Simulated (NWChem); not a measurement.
System: acetone (C₃H₆O); SMILES CC(C)=O

Here is an NWChem input.

```
start job
memory heap 200 mb stack 900 mb global 1100 mb
geometry units angstroms noautosym nocenter noautoz
  C     -1.291558    -0.000697    -0.615451
  C      0.000000     0.000000     0.188781
  C      1.291558     0.000697    -0.615451
  O      0.000000     0.000000     1.408729
  H     -1.335866    -0.889090    -1.279921
  H     -1.339836     0.890236    -1.276135
  H     -2.158380    -0.004575     0.069814
  H      2.158380     0.004575     0.069814
  H      1.339836    -0.890236    -1.276135
  H      1.335866     0.889090    -1.279921
end
basis spherical
  * library def2-svp
end
dft
  xc m05-2x
  iterations 150
end
cosmo
  do_cosmo_smd true
  solvent meg
end
task dft energy
```

NWChem printed, in part:

```
             Northwest Computational Chemistry Package (NWChem) 7.3.0
             --------------------------------------------------------

                             Geometry "geometry" -> ""
                             -------------------------

 Output coordinates in angstroms (scale by  1.889725989 to convert to a.u.)

  No.       Tag          Charge          X              Y              Z
 ---- ---------------- ---------- -------------- -------------- --------------
    1 C                    6.0000    -1.29155800    -0.00069700    -0.61545100
    2 C                    6.0000     0.00000000     0.00000000     0.18878100
    3 C                    6.0000     1.29155800     0.00069700    -0.61545100
    4 O                    8.0000     0.00000000     0.00000000     1.40872900
    5 H                    1.0000    -1.33586600    -0.88909000    -1.27992100
    6 H                    1.0000    -1.33983600     0.89023600    -1.27613500
    7 H                    1.0000    -2.15838000    -0.00457500     0.06981400
    8 H                    1.0000     2.15838000     0.00457500     0.06981400
    9 H                    1.0000     1.33983600    -0.89023600    -1.27613500
   10 H                    1.0000     1.33586600     0.88909000    -1.27992100

 Effective nuclear repulsion energy (a.u.)     118.5150020754

                                 NWChem DFT Module
                                 -----------------

 Summary of "ao basis" -> "ao basis" (spherical)
 ------------------------------------------------------------------------------
       Tag                 Description            Shells   Functions and Types
 ---------------- ------------------------------  ------  ---------------------
 C                          def2-svp                 6       14   3s2p1d
 O                          def2-svp                 6       14   3s2p1d
 H                          def2-svp                 3        5   2s1p

 in cosmo_initialize ...
 calling solv_data for solv:meg

 solvent parameters
 solvname_short: meg
 solvname_long:  1,2-ethanediol
 dielec:       40.2450
 dielecinf:     2.0501
 nonaqueous SMD model solvent descriptors
 dielec:       40.2450
 sola:          0.5800
 solb:          0.7800
 solc:          0.0000
 solg:         69.0700
 solh:          0.0000
 soln:          1.4318

          ---------------
          -cosmo- solvent
          ---------------
 Cosmo: York-Karplus, doi: 10.1021/jp992097l
 dielectric constant -eps-     =  40.24
 screen = (eps-1)/(eps    )    =   0.97515
 surface charge correction     = lagrangian

   van der Waals surface
 --------------------------

 ---------- ATOMIC COORDINATES (A.U.) ------------ VDWR(ANG.) --
     1   -2.44069072   -0.00131714   -1.16303375     1.850
     2    0.00000000    0.00000000    0.35674436     1.850
     3    2.44069072    0.00131714   -1.16303375     1.850
     4    0.00000000    0.00000000    2.66211180     1.520
     5   -2.52442070   -1.68013648   -2.41869998     1.200
     6   -2.53192291    1.68230211   -2.41154547     1.200
     7   -4.07874678   -0.00864550    0.13192933     1.200
     8    4.07874678    0.00864550    0.13192933     1.200
     9    2.53192291   -1.68230211   -2.41154547     1.200
    10    2.52442070    1.68013648   -2.41869998     1.200
 number of segments per atom =        128
 number of   points per atom =        128
 atom (   nspa,  nppa )
 ----------------------
    1 (     62,     0 )       0
    2 (     40,     0 )       0
    3 (     62,     0 )       0
    4 (     80,     0 )       0
    5 (     56,     0 )       0
    6 (     56,     0 )       0
    7 (     54,     0 )       0
    8 (     54,     0 )       0
    9 (     56,     0 )       0
   10 (     56,     0 )       0
 number of -cosmo- surface points =      576
 molecular surface =    100.087 angstrom**2
 molecular volume  =     71.584 angstrom**3
 -lineq- algorithm             =   0
 -bem- low  level              =   3
 -bem- from -octahedral-
 gaussian surface charge width =   4.50000
 degree of switching           =   1.00000
 switching function tolerance  =   0.00010
 atomic radii =
 --------------
    1  6.000  1.850
    2  6.000  1.850
    3  6.000  1.850
    4  8.000  1.520
    5  1.000  1.200
    6  1.000  1.200
    7  1.000  1.200
    8  1.000  1.200
    9  1.000  1.200
   10  1.000  1.200
 ...... end of -cosmo- initialization ......

 nat:                    10
 ixmem:                  5529
 calling mnsol_interface()
 G(SMD-CDS) energy (kcal/mol)  =     4.054
 SMD-CDS SASA (angstrom**2)    =   126.267

            General Information
            -------------------
          SCF calculation type: DFT
          Wavefunction type:  closed shell.
          No. of atoms     :    10
          No. of electrons :    32
           Alpha electrons :    16
            Beta electrons :    16
          Charge           :     0
          Spin multiplicity:     1
          Use of symmetry is: off; symmetry adaption is: off
          Maximum number of iterations: 150
          AO basis - number of functions:    86
                     number of shells:    42
          Convergence on energy requested:  1.00D-06
          Convergence on density requested:  1.00D-05
          Convergence on gradient requested:  5.00D-04

              XC Information
              --------------
                       M05-2X Method XC Functional
                     Hartree-Fock (Exact) Exchange  0.560
                M05-2X metaGGA Exchange Functional  0.440
                      M05-2X Correlation Potential  1.000

             Grid Information
             ----------------
          Grid used for XC integration:  medium
          Radial quadrature: Mura-Knowles
          Angular quadrature: Lebedev.
          Tag              B.-S. Rad. Rad. Pts. Rad. Cut. Ang. Pts.
          ---              ---------- --------- --------- ---------
          C                   0.70       49          10.0       434
          O                   0.60       49           9.0       434
          H                   0.35       45          11.0       434
          Grid pruning is: on
          Number of quadrature shells:   466
          Spatial weights used:  Erf1

      Superposition of Atomic Density Guess
      -------------------------------------

 Sum of atomic energies:        -190.56125950

      Non-variational initial energy
      ------------------------------

 Total energy =    -192.763372
 1-e energy   =    -491.742198
 2-e energy   =     180.463825
 HOMO         =      -0.333395
 LUMO         =      -0.011602

   convergence    iter        energy       DeltaE   RMS-Dens  Diis-err
 ---------------- ----- ----------------- --------- --------- ---------
     COSMO gas phase
 d= 0,ls=0.0,diis     1   -192.8567424895 -3.11D+02  2.25D-02  8.16D-01
 d= 0,ls=0.0,diis     2   -192.7692596590  8.75D-02  1.35D-02  2.06D+00
 d= 0,ls=0.0,diis     3   -192.9633863732 -1.94D-01  9.67D-04  6.72D-03
 d= 0,ls=0.0,diis     4   -192.9641872043 -8.01D-04  5.99D-04  1.68D-03
 d= 0,ls=0.0,diis     5   -192.9643841989 -1.97D-04  1.47D-04  1.02D-04
  Resetting Diis
 d= 0,ls=0.0,diis     6   -192.9643992337 -1.50D-05  8.15D-05  8.83D-06
 d= 0,ls=0.0,diis     7   -192.9644005491 -1.32D-06  1.60D-05  3.69D-07
 d= 0,ls=0.0,diis     8   -192.9644005543 -5.25D-09  5.50D-06  3.99D-07

   convergence    iter        energy       DeltaE   RMS-Dens  Diis-err
 ---------------- ----- ----------------- --------- --------- ---------
     COSMO solvation phase
 d= 0,ls=0.0,diis     1   -192.9676376004 -3.24D-03  3.54D-03  7.72D-03
 d= 0,ls=0.0,diis     2   -192.9695491063 -1.91D-03  6.03D-04  8.21D-03
 d= 0,ls=0.0,diis     3   -192.9702272853 -6.78D-04  3.31D-04  2.54D-04
 d= 0,ls=0.0,diis     4   -192.9702985404 -7.13D-05  7.44D-05  2.73D-05
 d= 0,ls=0.0,diis     5   -192.9703026571 -4.12D-06  2.76D-05  1.70D-06
 d= 0,ls=0.0,diis     6   -192.9703029585 -3.01D-07  6.47D-06  2.23D-07

         Total DFT energy =     -192.970302958453
      One electron energy =     -495.744378296130
           Coulomb energy =      211.009304914895
    Exchange-Corr. energy =      -26.978181461786
 Nuclear repulsion energy =      118.515002075415

             COSMO energy =        0.227949809152

 Numeric. integr. density =       32.000016178796

                                COSMO-SMD solvation results
                                ---------------------------

             internal energy in gas <Psi(g)|H|Psi(g)> =      -192.964400554331
         internal energy in solvent <Psi(s)|H|Psi(s)> =      -192.960840133138
                               delta internal energy  =         0.003560421193 (    2.23 kcal/mol)
   total free energy in solvent <Psi(s)|H+V/2|Psi(s)> =      -192.976763122039
 polarization energy contribution <Psi(s)|V/2|Psi(s)> =        -0.015922988901 (   -9.99 kcal/mol)
    total free energy in solvent including G(SMD-CDS) =      -192.970302958453
                       G(SMD-CDS) energy contribution =         0.006460163586 (    4.05 kcal/mol)
     1 M fixed-concentration free energy of solvation =        -0.005902404122 (   -3.70 kcal/mol)

                       DFT Final Molecular Orbital Analysis
                       ------------------------------------

 Vector   14  Occ=2.000000D+00  E=-4.413879D-01
              MO Center=  7.2D-10,  2.2D-10, -2.8D-01, r^2= 3.7D+00
   Bfn.  Coefficient  Atom+Function         Bfn.  Coefficient  Atom+Function
  ----- ------------  ---------------      ----- ------------  ---------------
    67     -0.279611   7 H  s                72      0.279611   8 H  s
     4      0.260679   1 C  px               32      0.260679   3 C  px
     6     -0.181175   1 C  pz               34      0.181175   3 C  pz
    18     -0.178840   2 C  px               46     -0.151733   4 O  px
     7      0.124414   1 C  px               35      0.124414   3 C  px

 Vector   15  Occ=2.000000D+00  E=-4.281421D-01
              MO Center= -1.3D-09,  3.9D-10,  3.3D-01, r^2= 2.9D+00
   Bfn.  Coefficient  Atom+Function         Bfn.  Coefficient  Atom+Function
  ----- ------------  ---------------      ----- ------------  ---------------
    47      0.445158   4 O  py               50      0.320709   4 O  py
    19      0.202897   2 C  py                5     -0.193981   1 C  py
    33     -0.193981   3 C  py               57      0.151703   5 H  s
    62     -0.151865   6 H  s                77      0.151865   9 H  s
    82     -0.151703  10 H  s                22      0.134523   2 C  py

 Vector   16  Occ=2.000000D+00  E=-3.344173D-01
              MO Center=  1.4D-09, -1.0D-10,  6.8D-01, r^2= 2.1D+00
   Bfn.  Coefficient  Atom+Function         Bfn.  Coefficient  Atom+Function
  ----- ------------  ---------------      ----- ------------  ---------------
    46      0.530935   4 O  px               49      0.406463   4 O  px
     3      0.241581   1 C  s                31     -0.241581   3 C  s
    18     -0.215989   2 C  px                4      0.200069   1 C  px
    32      0.200069   3 C  px                6      0.158199   1 C  pz
    34     -0.158199   3 C  pz                7      0.133680   1 C  px

 Vector   17  Occ=0.000000D+00  E= 2.908506D-02
              MO Center=  9.3D-10, -3.1D-10,  2.4D-01, r^2= 2.3D+00
   Bfn.  Coefficient  Atom+Function         Bfn.  Coefficient  Atom+Function
  ----- ------------  ---------------      ----- ------------  ---------------
    22      0.565337   2 C  py               19      0.519557   2 C  py
    50     -0.440569   4 O  py               47     -0.382301   4 O  py
    58      0.244802   5 H  s                63     -0.245653   6 H  s
    78      0.245653   9 H  s                83     -0.244802  10 H  s
    57      0.127746   5 H  s                62     -0.128067   6 H  s

 Vector   18  Occ=0.000000D+00  E= 1.132572D-01
              MO Center=  5.6D-08,  2.3D-09, -1.1D+00, r^2= 6.4D+00
   Bfn.  Coefficient  Atom+Function         Bfn.  Coefficient  Atom+Function
  ----- ------------  ---------------      ----- ------------  ---------------
     3      1.843619   1 C  s                31      1.843619   3 C  s
    58     -0.883935   5 H  s                63     -0.883732   6 H  s
    78     -0.883732   9 H  s                83     -0.883935  10 H  s
    17     -0.736070   2 C  s                68     -0.614672   7 H  s
    73     -0.614672   8 H  s                45      0.290512   4 O  s

 Vector   19  Occ=0.000000D+00  E= 1.694884D-01
              MO Center=  3.4D-06,  2.6D-08, -6.0D-01, r^2= 8.4D+00
   Bfn.  Coefficient  Atom+Function         Bfn.  Coefficient  Atom+Function
  ----- ------------  ---------------      ----- ------------  ---------------
     3      2.183945   1 C  s                31     -2.183946   3 C  s
    68     -1.131860   7 H  s                73      1.131864   8 H  s
    63     -0.857112   6 H  s                78      0.857111   9 H  s
    58     -0.852300   5 H  s                83      0.852299  10 H  s
    21      0.389395   2 C  px                7     -0.268602   1 C  px

     Multipole analysis of the density
     ---------------------------------

     L   x y z        total         alpha         beta         nuclear
     -   - - -        -----         -----         ----         -------
     0   0 0 0     -0.000000    -16.000000    -16.000000     32.000000

     1   1 0 0     -0.000000     -0.000000     -0.000000      0.000000
     1   0 1 0      0.000000      0.000000      0.000000      0.000000
     1   0 0 1     -1.673059     -0.878691     -0.878691      0.084323

     2   2 0 0    -17.158152    -73.740412    -73.740412    130.322672
     2   1 1 0     -0.000646     -0.036786     -0.036786      0.072926
     2   1 0 1     -0.000000     -0.000000     -0.000000      0.000000
     2   0 2 0    -17.647421    -14.476795    -14.476795     11.306168
     2   0 1 1      0.000000      0.000000      0.000000      0.000000
     2   0 0 2    -21.364582    -59.210399    -59.210399     97.056216
```

Level: M05-2X/def2-SVP, SMD on the gas-phase geometry. Coordinates come from a PBE-D3(BJ)/def2-SVP optimisation. Solvent: ethylene glycol.
